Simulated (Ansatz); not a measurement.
Species: C₃H₄, net charge 0, singlet state. SMILES: C1CC=1
Structure (B3LYP-D3(BJ)/def2-TZVP (Ansatz, an electronic-structure program) minimum search):
```xyz
7

C     -0.0054     0.0051     0.8609
C     -0.0002    -0.6463    -0.4958
C      0.0065     0.6404    -0.5035
H      0.9023     0.0040     1.4624
H     -0.9206     0.0134     1.4509
H     -0.0016    -1.5779    -1.0322
H      0.0147     1.5655    -1.0509
```
Charge 0, spin multiplicity 1.

Parts of the frozen-core correlation energy in cc-pwCVTZ (Ansatz, hartree). Frozen orbitals: 3; correlated occupied orbitals by spin: 8 and 8; virtual: 174 and 174. Spin-orbit coupling is left out. No relativistic terms.

| term | value |
|---|---|
| reference (HF) | -115.86658 |
| MP2 opposite-spin | … |
| MP2 same-spin | … |
| CCSD correlation | -0.51331 |
| (T) | … |
| T1 diagnostic | 0.010 |
| largest doubles amplitude | 0.088 |

Task: Complete the blanks.

Result: 
- MP2 opposite-spin, value: -0.37831
- MP2 same-spin, value: -0.11448
- (T), value: -0.02467
